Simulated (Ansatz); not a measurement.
Cost and result for the atomization energy of CH₅BS, SMILES `BCS` (8 atoms, 7 bonds).

| atom | x (Å) | y (Å) | z (Å) |
| --- | --- | --- | --- |
| B1 | -0.014 | -1.031 | 0.163 |
| C2 | -0.253 | 0.486 | 0.364 |
| S3 | 0.554 | 1.663 | -0.750 |
| H4 | 0.528 | -1.472 | -0.809 |
| H5 | -0.430 | -1.786 | 0.995 |
| H6 | -0.015 | 0.767 | 1.396 |
| H7 | -1.347 | 0.603 | 0.297 |
| H8 | 0.977 | 0.769 | -1.656 |

Total charge 0; spin multiplicity 1. All single points use the PBE0-D4/def2-TZVP geometry. It is one conformer, not always the lowest. Program: Ansatz. All runs use 2 threads of an Arm Neoverse V1 on a shared host. Times are those of one run each, without the atoms' runs, and a repeat can differ threefold. Electronic energies, without spin–orbit coupling; frozen cores. CCSD(T)/CBS adds CCSD(T) − MP2 in def2-TZVPP to the MP2 limit, and its time is that of the two runs behind it. T1 = 0.010. HSE06 is the plane-wave form, built on full-range PBE exchange.

CCSD(T)/CBS is a level of theory with its own doubt, some kJ/mol a heavy atom from the limit and from the frozen cores, so smaller differences don't rank the functionals.

```
                           level  functions  wall time
                CCSD(T)/def2-SVP         71      1.1 s
              BLYP-D4/def2-TZVPP        174      1.6 s
 PBE-D4/def2-TZVPP (with forces)        174      1.9 s
              PBE0-D4/def2-TZVPP        174      2.2 s
             HSE06-D4/def2-TZVPP        174      2.4 s
             PBE-QIDH/def2-TZVPP        174      3.4 s
           r2SCANh-D4/def2-TZVPP        174      3.9 s
              ωB97X-V/def2-TZVPP        174      6.5 s
               B97M-V/def2-TZVPP        174        8 s
ωB97M-V/def2-TZVPP (with forces)        174      8.5 s
                  MP2/def2-QZVPP        334       12 s
              CCSD(T)/def2-TZVPP        174       23 s
               CCSD(T)/CBS(def2)          –       35 s
```

(1) What atomization energy does each give, and how far from CCSD(T)/CBS? (An estimate is asked.)

Answers

(1) Computed: 
```csv
level,atomization (kcal/mol),difference from CCSD(T)/CBS,per bond
CCSD(T)/def2-SVP,609.4,-33.1,-4.7
BLYP-D4/def2-TZVPP,641.6,-0.9,-0.1
PBE-D4/def2-TZVPP (with forces),653.5,11.0,1.6
PBE0-D4/def2-TZVPP,647.3,4.8,0.7
HSE06-D4/def2-TZVPP,647.7,5.2,0.7
PBE-QIDH/def2-TZVPP,642.4,-0.1,0.0
r2SCANh-D4/def2-TZVPP,645.5,3.0,0.4
ωB97X-V/def2-TZVPP,647.5,5.0,0.7
B97M-V/def2-TZVPP,649.5,7.0,1.0
ωB97M-V/def2-TZVPP (with forces),649.1,6.6,0.9
MP2/def2-QZVPP,641.3,-1.2,-0.2
CCSD(T)/def2-TZVPP,627.6,-14.9,-2.1
CCSD(T)/CBS(def2),642.5,0.0,0.0
```

In def2-TZVPP, CCSD(T) changes the Hartree–Fock value by +139.2 kcal/mol (the triples alone add +7.4 kcal/mol) and MP2 by +144.1 kcal/mol; breaking electron pairs costs correlation energy, which Hartree–Fock lacks. From r2SCAN to r2SCAN0 (25 % exact exchange), in def2-TZVPP and without D4, the atomization energy moves by −6.0 kcal/mol: exact exchange takes away binding that semilocal exchange gives to molecules. At CCSD(T), def2-SVP lies −33.1 kcal/mol from the extrapolated value and def2-TZVPP −14.9 kcal/mol: correlation converges slowly with the basis, and small sets miss more of it in the bonded molecule than in its fragments.
